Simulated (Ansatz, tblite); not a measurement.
**BCl2Br (BBrCl2): a ladder of methods and basis sets, part 1 of 2**

Aim: run the singlet of BCl2Br (BBrCl2) at one geometry on many levels, and compare frontier levels, spin and run time.

The runs use Ansatz 0.2.0, Gaussian basis; as each input shows.

Levels to be run: GFN1-xTB, GFN2-xTB, PBE-D4/def2-TZVP, r2SCAN-D4/def2-TZVP, HSE06-D4/def2-TZVP, BHLYP-D4/def2-TZVP, B97M-V/def2-TZVP, HF/def2-TZVP, ωB97X-V/def2-TZVP, B3LYP-D4/def2-TZVP, PBE-QIDH/def2-TZVP, PBE-D4/def2-SVP, PBE0-D4/def2-SVP, HF/STO-3G, HF/6-31G, B3LYP-D4/6-31G, CCSD(T)/def2-TZVPP, MP2/def2-TZVP, RPA/def2-TZVP.

### 1 The geometry

The geometry is that of the singlet, from an earlier relaxation (B3LYP-D4/def2-SVP).

4 atoms, charge 0, spin multiplicity 1.

Bond lengths: B1–Cl2 1.749 Å, B1–Cl3 1.749 Å, B1–Br4 1.914 Å. Angles: Cl2–B1–Cl3 120.0°, Cl2–B1–Br4 120.0°, Cl3–B1–Br4 120.0°.

PBE0-D4/def2-TZVP was run before; its log isn't repeated, and its numbers join the tables.

### 2 GFN1-xTB

Tight binding, by tblite at 300 K electronic temperature and without a spin-polarisation term:

```python
tblite.interface.Calculator('GFN1-xTB', numbers, positions, charge=0, uhf=0).singlepoint()
```

Energy -377.9654 eV, HOMO -12.40 eV, LUMO -7.66 eV; 0.005 s.

### 3 GFN2-xTB

Tight binding, by tblite at 300 K electronic temperature and without a spin-polarisation term:

```python
tblite.interface.Calculator('GFN2-xTB', numbers, positions, charge=0, uhf=0).singlepoint()
```

Energy -394.6972 eV, HOMO -12.31 eV, LUMO -8.30 eV; 0.004 s.

### 4 PBE-D4/def2-TZVP

start.molden holds the orbitals of an earlier run on this state, given as this run's starting guess.

File in.yaml:

```yaml
crystal:
  periodic: [false, false, false]
  atoms:
    - {symbol: B, position_ang: [0.021012, 0.035138, 0.000441]}
    - {symbol: Cl, position_ang: [1.769595, 0.008838, 0.023542]}
    - {symbol: Cl, position_ang: [-0.829457, 1.563347, -0.005840]}
    - {symbol: Br, position_ang: [-0.961160, -1.607333, -0.018134]}
basis:
  gaussian: {orbitals: def2-TZVP, initial_orbitals: start.molden}
hamiltonian: {xc: pbe, dispersion: d4}
scf: {omitted_lower_state_checks: [starts]}
output: {orbitals: {seedname: orbitals}}
```

Run with:

```bash
> ansatz run in.yaml --threads 2 --pin off --events-out ev --progress --plain --max-ram 4352MiB
```

The log of the run:

```text
Functional definition: PBE
  name "PBE"
  cite "Perdew, Burke & Ernzerhof, Phys. Rev. Lett. 77, 3865 (1996) doi:10.1103/PhysRevLett.77.3865"
  parent pbe
  parameter kappa = 0.804
  parameter beta = 0.06672455060314922
  exchange = pbe_x(kappa = kappa, mu = beta*pi^2/3)
  correlation = pbe_c(beta = beta)
these checks for a lower state are left out or cut short: starts
1057 factors; their error is unknown
mean field evaluation 1: about -95750.2215 eV, gradient 1.4e1 eV
mean field evaluation 2: about -95750.3196 eV, gradient 1.5e-1 eV
mean field evaluation 4: about -95750.2954 eV, gradient 2.2e-4 eV
mean field -95750.29537587 eV, -3518.7584531820 hartree, gradient 5.6e-6 eV, S^2 0.000000; 0 other end points of the search recorded, 0 dependent functions left out
reference -95750.29540932 eV, -3518.7584544112 hartree; 37, 37 occupied and 116, 116 virtual orbitals, 1057 factors
Total energy: -95750.44185659 eV, -3518.7638362490 hartree
Checks for a lower state left out: starts
```

It took 1.9 s on 2 threads of Arm Neoverse V1, shared host.

From the report: HOMO -7.34 eV, LUMO -2.78 eV.

### 5 r2SCAN-D4/def2-TZVP

Changes to in.yaml since step 4:

```diff
@@ -9,3 +9,3 @@
   gaussian: {orbitals: def2-TZVP, initial_orbitals: start.molden}
-hamiltonian: {xc: pbe, dispersion: d4}
+hamiltonian: {xc: r2scan, dispersion: d4}
 scf: {omitted_lower_state_checks: [starts]}
```

Launched as before.

The log of the run:

```text
Functional definition: r2SCAN
  name "r2SCAN"
  cite "Furness, Kaplan, Ning, Perdew & Sun, J. Phys. Chem. Lett. 11, 8208 (2020) doi:10.1021/acs.jpclett.0c02405"
  cite "Furness, Kaplan, Ning, Perdew & Sun, J. Phys. Chem. Lett. 11, 9248 (2020) doi:10.1021/acs.jpclett.0c03077"
  parent r2scan
  parameter k0 = 0.174
  parameter k1 = 0.065
  parameter a1 = 4.9479
  exchange = r2scan_x(k0 = k0, k1 = k1, a1 = a1)
  correlation = r2scan_c
these checks for a lower state are left out or cut short: starts
1057 factors; their error is unknown
mean field evaluation 1: about -95769.6164 eV, gradient 1.1e1 eV
mean field evaluation 2: about -95769.6485 eV, gradient 6.4e-2 eV
mean field evaluation 4: about -95769.6211 eV, gradient 8.3e-5 eV
mean field -95769.62114490 eV, -3519.4686620942 hartree, gradient 7.0e-6 eV, S^2 0.000000; 0 other end points of the search recorded, 0 dependent functions left out
reference -95769.62115369 eV, -3519.4686624172 hartree; 37, 37 occupied and 116, 116 virtual orbitals, 1057 factors
Total energy: -95769.65175897 eV, -3519.4697871406 hartree
Checks for a lower state left out: starts
```

Wall time 4.8 s (2 threads of Arm Neoverse V1, shared host).

Report: HOMO -7.69 eV, LUMO -2.53 eV.

### 6 HSE06-D4/def2-TZVP

Changes to in.yaml since step 5:

```diff
@@ -9,3 +9,3 @@
   gaussian: {orbitals: def2-TZVP, initial_orbitals: start.molden}
-hamiltonian: {xc: r2scan, dispersion: d4}
+hamiltonian: {xc: hse06, dispersion: d4}
 scf: {omitted_lower_state_checks: [starts]}
```

Same command.

The log of the run, shortened:

```text
Functional definition: HSE06
  name "HSE06"
  cite "Heyd, Scuseria & Ernzerhof, J. Chem. Phys. 118, 8207 (2003) doi:10.1063/1.1564060"
  cite "Krukau, Vydrov, Izmaylov & Scuseria, J. Chem. Phys. 125, 224106 (2006) doi:10.1063/1.2404663"
  cite "Heyd & Scuseria, J. Chem. Phys. 120, 7274 (2004) doi:10.1063/1.1668634"
  cite "Ernzerhof & Perdew, J. Chem. Phys. 109, 3313 (1998) doi:10.1063/1.476928"
  cite "Perdew, Burke & Ernzerhof, Phys. Rev. Lett. 77, 3865 (1996) doi:10.1103/PhysRevLett.77.3865"
  parent pbe
[...]
  # The whole range is PBE's own exchange, as in plane waves. The composition of these papers is wPBEh.
[...]
1118 factors; their error is unknown
54 factors; integrals over basis functions are off by at most 2.0e-6 eV
[...]
mean field -95754.48361064 eV, -3518.9123679710 hartree, gradient 7.6e-5 eV, S^2 0.000000; 0 other end points of the search recorded, 0 dependent functions left out
reference -95754.48364401 eV, -3518.9123691972 hartree; 37, 37 occupied and 116, 116 virtual orbitals, 1118 factors
Total energy: -95754.60093874 eV, -3518.9166796990 hartree
Checks for a lower state left out: starts
```

Wall time 3 s (2 threads of Arm Neoverse V1, shared host).

HOMO -8.29 eV, LUMO -2.28 eV.

### 7 BHLYP-D4/def2-TZVP

Changes to in.yaml since step 6:

```diff
@@ -9,3 +9,3 @@
   gaussian: {orbitals: def2-TZVP, initial_orbitals: start.molden}
-hamiltonian: {xc: hse06, dispersion: d4}
+hamiltonian: {xc: {name: BHLYP}, dispersion: d4}
 scf: {omitted_lower_state_checks: [starts]}
```

The command is unchanged.

The log of the run:

```text
Functional definition: BHLYP
  name "BHLYP"
  cite "Becke, J. Chem. Phys. 98, 1372 (1993) doi:10.1063/1.464304"
  cite "Becke, Phys. Rev. A 38, 3098 (1988) doi:10.1103/PhysRevA.38.3098"
  cite "Lee, Yang & Parr, Phys. Rev. B 37, 785 (1988) doi:10.1103/PhysRevB.37.785"
  parameter a = 0.5
  exchange = (1 - a)*b88_x + a*exact_x
  correlation = lyp_c
these checks for a lower state are left out or cut short: starts
1242 factors; their error is unknown
mean field evaluation 1: about -95770.3078 eV, gradient 1.2e1 eV
mean field evaluation 2: about -95770.3823 eV, gradient 1.6e-1 eV
mean field evaluation 4: about -95771.4321 eV, gradient 1.0e-3 eV
mean field -95771.43214274 eV, -3519.5352150375 hartree, gradient 1.4e-5 eV, S^2 0.000000; 0 other end points of the search recorded, 0 dependent functions left out
reference -95771.43230362 eV, -3519.5352209496 hartree; 37, 37 occupied and 116, 116 virtual orbitals, 1242 factors
Total energy: -95771.64351292 eV, -3519.5429827484 hartree
Checks for a lower state left out: starts
```

It took 3.3 s on 2 threads of Arm Neoverse V1, shared host.

From the report: HOMO -9.85 eV, LUMO -0.79 eV.

### 8 B97M-V/def2-TZVP

Changes to in.yaml since step 7:

```diff
@@ -9,3 +9,3 @@
   gaussian: {orbitals: def2-TZVP, initial_orbitals: start.molden}
-hamiltonian: {xc: {name: BHLYP}, dispersion: d4}
+hamiltonian: {xc: {name: B97M-V}}
 scf: {omitted_lower_state_checks: [starts]}
```

Launched as before.

The log of the run, shortened:

```text
Functional definition: B97M-V
  name "B97M-V"
  cite "Mardirossian & Head-Gordon, J. Chem. Phys. 142, 074111 (2015) doi:10.1063/1.4907719"
  cite "Becke, J. Chem. Phys. 107, 8554 (1997) doi:10.1063/1.475007"
  cite "Vydrov & Van Voorhis, J. Chem. Phys. 133, 244103 (2010) doi:10.1063/1.3521275"
  # Of w^i u^j: cxij and so on, Table III.
[...]
  gx(w, u) = cx00 + cx01*u + cx02*u^2 + (cx10 + cx11*u)*w
  gss(w, u) = css00 + css02*u^2 + css10*w + (css32*w^3 + css42*w^4)*u^2
  gos(w, u) = cos00 + cos01*u + cos03*u^3 + cos10*w + cos32*w^3*u^2
[...]
      + integral(e_c_pw_mod_opposite_spin*gos(b97_w_opposite, b97_u_opposite)) + vv10(b, c)
[...]
1057 factors; their error is unknown
[...]
mean field -95753.34345645 eV, -3518.8704680774 hartree, gradient 1.5e-5 eV, S^2 0.000000; 0 other end points of the search recorded, 0 dependent functions left out
reference -95753.34350286 eV, -3518.8704697828 hartree; 37, 37 occupied and 116, 116 virtual orbitals, 1057 factors
Total energy: -95753.34350286 eV, -3518.8704697828 hartree
Checks for a lower state left out: starts
```

Wall time 8.5 s (2 threads of Arm Neoverse V1, shared host).

Report: HOMO -7.77 eV, LUMO -2.37 eV.

### 9 HF/def2-TZVP

Changes to in.yaml since step 8:

```diff
@@ -9,3 +9,3 @@
   gaussian: {orbitals: def2-TZVP, initial_orbitals: start.molden}
-hamiltonian: {xc: {name: B97M-V}}
+hamiltonian: {xc: hf}
 scf: {omitted_lower_state_checks: [starts]}
```

The command is unchanged.

The log of the run:

```text
Functional definition: HF
  name "HF"
  cite "Fock, Z. Phys. 61, 126 (1930) doi:10.1007/BF01340294"
  parent pbe
  exchange = exact_x
  correlation = 0
these checks for a lower state are left out or cut short: starts
1324 factors; their error is unknown
mean field evaluation 1: about -95679.1800 eV, gradient 4.1e1 eV
mean field evaluation 2: about -95679.9006 eV, gradient 1.1e0 eV
mean field evaluation 4: about -95682.0187 eV, gradient 1.5e0 eV
mean field -95682.02031191 eV, -3516.2493908598 hartree, gradient 2.4e-5 eV, S^2 0.000000; 0 other end points of the search recorded, 0 dependent functions left out
reference -95682.02031191 eV, -3516.2493908598 hartree; 37, 37 occupied and 116, 116 virtual orbitals, 1324 factors
Total energy: -95682.02031191 eV, -3516.2493908598 hartree
Checks for a lower state left out: starts
```

Wall time 2.1 s (2 threads of Arm Neoverse V1, shared host).

From the report: HOMO -11.73 eV, LUMO 1.88 eV.

### 10 ωB97X-V/def2-TZVP

Changes to in.yaml since step 9:

```diff
@@ -9,3 +9,3 @@
   gaussian: {orbitals: def2-TZVP, initial_orbitals: start.molden}
-hamiltonian: {xc: hf}
+hamiltonian: {xc: {name: wB97X-V}}
 scf: {omitted_lower_state_checks: [starts]}
```

Same command.

The log of the run, shortened:

```text
Functional definition: wB97X-V
  name "wB97X-V"
  cite "Mardirossian & Head-Gordon, Phys. Chem. Chem. Phys. 16, 9904 (2014) doi:10.1039/C3CP54374A"
  cite "Becke, J. Chem. Phys. 107, 8554 (1997) doi:10.1063/1.475007"
  cite "Vydrov & Van Voorhis, J. Chem. Phys. 133, 244103 (2010) doi:10.1063/1.3521275"
[...]
      + integral(e_c_pw_opposite_spin*poly(b97_u_opposite, cos0, cos1)) + vv10(b, c)
[...]
1108 factors; their error is unknown
177 factors; integrals over basis functions are off by at most 5.0e-5 eV
[...]
mean field -95761.74404506 eV, -3519.1791840144 hartree, gradient 9.4e-6 eV, S^2 0.000000; 0 other end points of the search recorded, 0 dependent functions left out
reference -95761.74404351 eV, -3519.1791839577 hartree; 37, 37 occupied and 116, 116 virtual orbitals, 1108 factors
Total energy: -95761.74404351 eV, -3519.1791839577 hartree
Checks for a lower state left out: starts
```

It took 8.5 s on 2 threads of Arm Neoverse V1, shared host.

Report: HOMO -11.07 eV, LUMO 0.33 eV.

### 11 B3LYP-D4/def2-TZVP

Changes to in.yaml since step 10:

```diff
@@ -9,3 +9,3 @@
   gaussian: {orbitals: def2-TZVP, initial_orbitals: start.molden}
-hamiltonian: {xc: {name: wB97X-V}}
+hamiltonian: {xc: {name: B3LYP}, dispersion: d4}
 scf: {omitted_lower_state_checks: [starts]}
```

Launched as before.

The log of the run, shortened:

```text
Functional definition: B3LYP
  name "B3LYP"
  cite "Stephens, Devlin, Chabalowski & Frisch, J. Phys. Chem. 98, 11623 (1994) doi:10.1021/j100096a001"
  cite "Becke, Phys. Rev. A 38, 3098 (1988) doi:10.1103/PhysRevA.38.3098"
  cite "Lee, Yang & Parr, Phys. Rev. B 37, 785 (1988) doi:10.1103/PhysRevB.37.785"
  cite "Vosko, Wilk & Nusair, Can. J. Phys. 58, 1200 (1980) doi:10.1139/p80-159"
[...]
1108 factors; their error is unknown
[...]
mean field -95773.58909482 eV, -3519.6144815644 hartree, gradient 1.1e-5 eV, S^2 0.000000; 0 other end points of the search recorded, 0 dependent functions left out
reference -95773.58933060 eV, -3519.6144902291 hartree; 37, 37 occupied and 116, 116 virtual orbitals, 1108 factors
Total energy: -95773.83405298 eV, -3519.6234836108 hartree
Checks for a lower state left out: starts
```

Wall time 3.3 s (2 threads of Arm Neoverse V1, shared host).

From the report: HOMO -8.40 eV, LUMO -2.05 eV.

### 12 PBE-QIDH/def2-TZVP

Changes to in.yaml since step 11:

```diff
@@ -9,4 +9,3 @@
   gaussian: {orbitals: def2-TZVP, initial_orbitals: start.molden}
-hamiltonian: {xc: {name: B3LYP}, dispersion: d4}
+hamiltonian: {xc: {name: PBE-QIDH}}
 scf: {omitted_lower_state_checks: [starts]}
-output: {orbitals: {seedname: orbitals}}
```

Launched as before.

The log of the run, shortened:

```text
Functional definition: PBE-QIDH
  name "PBE-QIDH"
  cite "Brémond, Sancho-García, Pérez-Jiménez & Adamo, J. Chem. Phys. 141, 031101 (2014) doi:10.1063/1.4890314"
  cite "Perdew, Burke & Ernzerhof, Phys. Rev. Lett. 77, 3865 (1996) doi:10.1103/PhysRevLett.77.3865"
[...]
961 factors; integrals over basis functions are off by at most 6.0e-4 eV
[...]
mean field -95734.15738763 eV, -3518.1653930528 hartree, gradient 2.2e-6 eV, S^2 0.000000; 0 other end points of the search recorded, 0 dependent functions left out
20 core orbitals not correlated: weight in the atoms' cores, before any rotation towards them, 1.000 or more for the frozen orbitals, at most 0.000 for the correlated occupied ones
reference -95734.15739786 eV, -3518.1653934287 hartree; 17, 17 occupied and 116, 116 virtual orbitals, 961 factors
second order -22.73247687 eV of doubles, -0.00000000 eV of singles
Total energy: -95741.73489015 eV, -3518.4438611342 hartree
Checks for a lower state left out: starts
```

Wall time 6.5 s (2 threads of Arm Neoverse V1, shared host).

### 13 PBE-D4/def2-SVP

Changes to in.yaml since step 12:

```diff
@@ -8,4 +8,5 @@
 basis:
-  gaussian: {orbitals: def2-TZVP, initial_orbitals: start.molden}
-hamiltonian: {xc: {name: PBE-QIDH}}
+  gaussian: {orbitals: def2-SVP, initial_orbitals: start.molden}
+hamiltonian: {xc: pbe, dispersion: d4}
 scf: {omitted_lower_state_checks: [starts]}
+output: {orbitals: {seedname: orbitals}}
```

Launched as before.

The log of the run:

```text
Functional definition: PBE
  name "PBE"
  cite "Perdew, Burke & Ernzerhof, Phys. Rev. Lett. 77, 3865 (1996) doi:10.1103/PhysRevLett.77.3865"
  parent pbe
  parameter kappa = 0.804
  parameter beta = 0.06672455060314922
  exchange = pbe_x(kappa = kappa, mu = beta*pi^2/3)
  correlation = pbe_c(beta = beta)
these checks for a lower state are left out or cut short: starts
889 factors; their error is unknown
mean field evaluation 1: about -95732.4799 eV, gradient 9.5e0 eV
mean field evaluation 2: about -95732.5979 eV, gradient 1.2e-1 eV
mean field evaluation 4: about -95732.5199 eV, gradient 1.1e-4 eV
mean field -95732.51992306 eV, -3518.1052173398 hartree, gradient 1.1e-5 eV, S^2 0.000000; 0 other end points of the search recorded, 0 dependent functions left out
reference -95732.51994809 eV, -3518.1052182597 hartree; 37, 37 occupied and 45, 45 virtual orbitals, 889 factors
Total energy: -95732.66639536 eV, -3518.1106000974 hartree
Checks for a lower state left out: starts
```

It took 1 s on 2 threads of Arm Neoverse V1, shared host.

HOMO -7.13 eV, LUMO -2.46 eV.

### 14 PBE0-D4/def2-SVP

Changes to in.yaml since step 13:

```diff
@@ -9,3 +9,3 @@
   gaussian: {orbitals: def2-SVP, initial_orbitals: start.molden}
-hamiltonian: {xc: pbe, dispersion: d4}
+hamiltonian: {xc: pbe0, dispersion: d4}
 scf: {omitted_lower_state_checks: [starts]}
```

The command is unchanged.

The log of the run:

```text
Functional definition: PBE0
  name "PBE0"
  cite "Adamo & Barone, J. Chem. Phys. 110, 6158 (1999) doi:10.1063/1.478522"
  cite "Perdew, Burke & Ernzerhof, Phys. Rev. Lett. 77, 3865 (1996) doi:10.1103/PhysRevLett.77.3865"
  parent pbe
  parameter a = 0.25
  parameter kappa = 0.804
  parameter beta = 0.06672455060314922
  exchange = (1 - a)*pbe_x(kappa = kappa, mu = beta*pi^2/3) + a*exact_x
  correlation = pbe_c(beta = beta)
these checks for a lower state are left out or cut short: starts
771 factors; integrals over basis functions are off by at most 1.5e-3 eV
mean field evaluation 1: about -95737.0394 eV, gradient 5.4e0 eV
mean field evaluation 2: about -95737.0943 eV, gradient 4.6e-2 eV
mean field evaluation 4: about -95737.1439 eV, gradient 2.9e-4 eV
mean field -95737.14387618 eV, -3518.2751444827 hartree, gradient 1.5e-5 eV, S^2 0.000000; 0 other end points of the search recorded, 0 dependent functions left out
reference -95737.14389484 eV, -3518.2751451686 hartree; 37, 37 occupied and 45, 45 virtual orbitals, 771 factors
Total energy: -95737.26797466 eV, -3518.2797050179 hartree
Checks for a lower state left out: starts
```

It took 1.5 s on 2 threads of Arm Neoverse V1, shared host.

From the report: HOMO -8.56 eV, LUMO -1.64 eV.

### 15 HF/STO-3G

Changes to in.yaml since step 14:

```diff
@@ -8,4 +8,4 @@
 basis:
-  gaussian: {orbitals: def2-SVP, initial_orbitals: start.molden}
-hamiltonian: {xc: pbe0, dispersion: d4}
+  gaussian: {orbitals: STO-3G}
+hamiltonian: {xc: hf}
 scf: {omitted_lower_state_checks: [starts]}
```

Same command.

The log of the run:

```text
Functional definition: HF
  name "HF"
  cite "Fock, Z. Phys. 61, 126 (1930) doi:10.1007/BF01340294"
  parent pbe
  exchange = exact_x
  correlation = 0
these checks for a lower state are left out or cut short: starts
439 factors; integrals over basis functions are off by at most 3.7e-5 eV
mean field evaluation 1: about -94646.0125 eV, gradient 3.0e1 eV
mean field evaluation 2: about -94646.0544 eV, gradient 3.0e1 eV
mean field evaluation 4: about -94649.8819 eV, gradient 1.2e0 eV
mean field evaluation 8: about -94649.8880 eV, gradient 2.2e-5 eV
mean field -94649.88797895 eV, -3478.3192272282 hartree, gradient 3.3e-5 eV, S^2 0.000000; 0 other end points of the search recorded, 0 dependent functions left out
reference -94649.88797895 eV, -3478.3192272282 hartree; 37, 37 occupied and 4, 4 virtual orbitals, 439 factors
Total energy: -94649.88797895 eV, -3478.3192272282 hartree
Checks for a lower state left out: starts
```

Run time: 0.2 s. Hardware: 2 threads of Arm Neoverse V1, shared host.

Report: HOMO -9.79 eV, LUMO 4.58 eV.

### 16 HF/6-31G

Changes to in.yaml since step 15:

```diff
@@ -8,3 +8,3 @@
 basis:
-  gaussian: {orbitals: STO-3G}
+  gaussian: {orbitals: 6-31G}
 hamiltonian: {xc: hf}
```

Same command.

The log of the run:

```text
Functional definition: HF
  name "HF"
  cite "Fock, Z. Phys. 61, 126 (1930) doi:10.1007/BF01340294"
  parent pbe
  exchange = exact_x
  correlation = 0
these checks for a lower state are left out or cut short: starts
665 factors; integrals over basis functions are off by at most 4.1e-4 eV
mean field evaluation 1: about -95666.2228 eV, gradient 2.3e1 eV
mean field evaluation 2: about -95666.3082 eV, gradient 2.3e1 eV
mean field evaluation 4: about -95668.3222 eV, gradient 1.5e0 eV
mean field evaluation 8: about -95668.3412 eV, gradient 7.1e-5 eV
mean field -95668.34124273 eV, -3515.7466943397 hartree, gradient 2.6e-5 eV, S^2 0.000000; 0 other end points of the search recorded, 0 dependent functions left out
reference -95668.34124273 eV, -3515.7466943397 hartree; 37, 37 occupied and 27, 27 virtual orbitals, 665 factors
Total energy: -95668.34124273 eV, -3515.7466943397 hartree
Checks for a lower state left out: starts
```

Wall time 0.55 s (2 threads of Arm Neoverse V1, shared host).

Report: HOMO -12.02 eV, LUMO 1.46 eV.

### 17 B3LYP-D4/6-31G

Changes to in.yaml since step 16:

```diff
@@ -9,3 +9,3 @@
   gaussian: {orbitals: 6-31G}
-hamiltonian: {xc: hf}
+hamiltonian: {xc: {name: B3LYP}, dispersion: d4}
 scf: {omitted_lower_state_checks: [starts]}
```

Launched as before.

The log of the run, shortened:

```text
Functional definition: B3LYP
  name "B3LYP"
  cite "Stephens, Devlin, Chabalowski & Frisch, J. Phys. Chem. 98, 11623 (1994) doi:10.1021/j100096a001"
  cite "Becke, Phys. Rev. A 38, 3098 (1988) doi:10.1103/PhysRevA.38.3098"
  cite "Lee, Yang & Parr, Phys. Rev. B 37, 785 (1988) doi:10.1103/PhysRevB.37.785"
  cite "Vosko, Wilk & Nusair, Can. J. Phys. 58, 1200 (1980) doi:10.1139/p80-159"
[...]
665 factors; integrals over basis functions are off by at most 4.1e-4 eV
[...]
mean field -95760.10656652 eV, -3519.1190077883 hartree, gradient 3.6e-5 eV, S^2 0.000000; 0 other end points of the search recorded, 0 dependent functions left out
reference -95760.10676932 eV, -3519.1190152409 hartree; 37, 37 occupied and 27, 27 virtual orbitals, 665 factors
Total energy: -95760.35149170 eV, -3519.1280086226 hartree
Checks for a lower state left out: starts
```

Run time: 1.1 s. Hardware: 2 threads of Arm Neoverse V1, shared host.

HOMO -8.51 eV, LUMO -2.18 eV.

(Continued in part 2 of 2.)
